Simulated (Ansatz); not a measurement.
C3H3F3, SMILES C=C(F)C(F)F, harmonic frequencies at the relaxed geometry

Computed with Ansatz's Python interface.

The script, `c3h3f3.py`:
```python
# -*- coding: utf-8 -*-
"""Vibrations of C3H3F3."""

import ansatz as az
from ase import Atoms
import numpy as np

atoms = Atoms(["C", "C", "F", "C", "F", "F", "H", "H", "H"], positions=[
    (-0.047, -1.415, 0.3422),
    (0.3411, -0.1096, 0.4026),
    (1.2396, 0.1693, 1.3378),
    (-0.0187, 1.0227, -0.4966),
    (-0.9347, 0.579, -1.4911),
    (-0.7731, 1.9759, 0.2044),
    (-0.8091, -1.6679, -0.4002),
    (0.317, -2.1041, 1.0108),
    (0.7734, 1.5035, -0.927),
])
c3h3f3 = az.Crystal.molecule_from_ase(atoms)

job = (
    c3h3f3.calculation()
    .basis(gaussian="cc-pVDZ")
    .functional("pbe0")
    .accuracy("high")
)
symbols = [site.symbol for site in c3h3f3.cartesian_sites]
start = np.array([site.position_ang for site in c3h3f3.cartesian_sites], dtype=float)
def progress(event):
    if event["event"] == "relax_step":
        row = event["data"]
        print(f"step {row['step']:3d}  E = {row['lagrangian_ev']:.6f} eV  max force {row['allowed_force_max_ev_ang']:.4f} eV/A")


report = job.relax(force_tolerance=0.003).session().plan().execute(on_event=progress).report
end = np.array(report["positions_ang"])

print("bond        before    after (A)")
for i, j in [(0, 1), (0, 6), (0, 7), (1, 2), (1, 3), (3, 4), (3, 5), (3, 8)]:
    d0, d1 = (np.linalg.norm(xyz[i] - xyz[j]) for xyz in (start, end))
    print(f"{symbols[i]}{i}-{symbols[j]}{j}".ljust(10), f"{d0:8.4f} {d1:8.4f}")

# frequencies need a stationary point, so they are taken at the relaxed geometry
minimum = az.Crystal.molecule()
for symbol, xyz in zip(symbols, end):
    minimum = minimum.atom(symbol, xyz.tolist())
vibrating = minimum.calculation()
vibrating = vibrating.basis(gaussian="cc-pVDZ").functional("pbe0")
vibrating = vibrating.accuracy("high")
vibrating = vibrating.phonons(temperatures=(200, 600, 100))
vib = vibrating.run(threads=1, pin="off").report["vibrations"]
sums = vib["harmonic_sums"]
modes = [m["omega_inv_cm"] for m in sums["modes_at_gamma"] if m["rigid_motion"] == "no"]
for number, w in enumerate(modes, start=1):
    print(f"mode {number:2d} {w:9.1f} 1/cm {w / 8065.544 * 1000:8.2f} meV")
print("imaginary modes:", sum(w < 0 for w in modes), " zero-point energy:", round(sums["zero_point_energy_ev"], 4), "eV")
print("T (K)   F_vib (eV)   S_vib (meV/K)   C_vib (meV/K)")
for row in zip(sums["temperatures_k"], sums["vibrational_free_energy_ev"], vib["entropy_ev_per_k"], vib["heat_capacity_ev_per_k"]):
    print(f"{row[0]:6.1f} {row[1]:11.4f} {1000 * row[2]:13.4f} {1000 * row[3]:15.4f}")
```

```console
$ python c3h3f3.py
step   1  E = -11298.122901 eV  max force 5.5591 eV/A
step   2  E = -11298.551357 eV  max force 1.8886 eV/A
step   3  E = -11298.602946 eV  max force 0.5208 eV/A
step   4  E = -11298.616459 eV  max force 0.2269 eV/A
step   5  E = -11298.622637 eV  max force 0.0471 eV/A
step   6  E = -11298.623269 eV  max force 0.0377 eV/A
step   7  E = -11298.623448 eV  max force 0.0170 eV/A
step   8  E = -11298.623699 eV  max force 0.0207 eV/A
step   9  E = -11298.623832 eV  max force 0.0120 eV/A
step  10  E = -11298.623849 eV  max force 0.0058 eV/A
step  11  E = -11298.623817 eV  max force 0.0296 eV/A
step  12  E = -11298.623853 eV  max force 0.0037 eV/A
step  13  E = -11298.623854 eV  max force 0.0011 eV/A
bond        before    after (A)
C0-C1        1.3632   1.3241
C0-H6        1.0936   1.0884
C0-H7        1.0268   1.0899
C1-F2        1.3265   1.3398
C1-C3        1.4900   1.4987
C3-F4        1.4230   1.3531
C3-F5        1.4033   1.3583
C3-H8        1.0217   1.1036
mode  1      74.2 1/cm     9.20 meV
mode  2     229.2 1/cm    28.42 meV
mode  3     300.9 1/cm    37.31 meV
mode  4     412.9 1/cm    51.20 meV
mode  5     487.6 1/cm    60.45 meV
mode  6     561.2 1/cm    69.58 meV
mode  7     683.0 1/cm    84.68 meV
mode  8     761.6 1/cm    94.42 meV
mode  9     904.2 1/cm   112.11 meV
mode 10     938.2 1/cm   116.32 meV
mode 11     958.9 1/cm   118.88 meV
mode 12    1138.8 1/cm   141.19 meV
mode 13    1166.0 1/cm   144.57 meV
mode 14    1281.7 1/cm   158.91 meV
mode 15    1369.7 1/cm   169.82 meV
mode 16    1380.2 1/cm   171.13 meV
mode 17    1440.1 1/cm   178.55 meV
mode 18    1790.7 1/cm   222.02 meV
mode 19    3084.2 1/cm   382.39 meV
mode 20    3207.9 1/cm   397.73 meV
mode 21    3322.8 1/cm   411.98 meV
imaginary modes: 0  zero-point energy: 1.5804 eV
T (K)   F_vib (eV)   S_vib (meV/K)   C_vib (meV/K)
 200.0      1.5574        0.2754          0.3606
 300.0      1.5206        0.4626          0.5763
 400.0      1.4647        0.6561          0.7731
 500.0      1.3895        0.8468          0.9361
 600.0      1.2956        1.0294          1.0660
```

What to keep in mind:
- The settings weren't tested for convergence.
- The frequencies are harmonic and unscaled, in a modest basis. The result belongs to the one conformer reached from this start, and soft torsions count as harmonic oscillators.
- Finished in 6.9 min on 1 thread of Intel(R) Xeon(R) 6975P-C (Granite Rapids) (shared host), peak memory 0.47 GiB.

(A comment or docstring line of the script was reworded after the run, the code is as it ran; lines on the test bed's own set-up are left out of the output.)
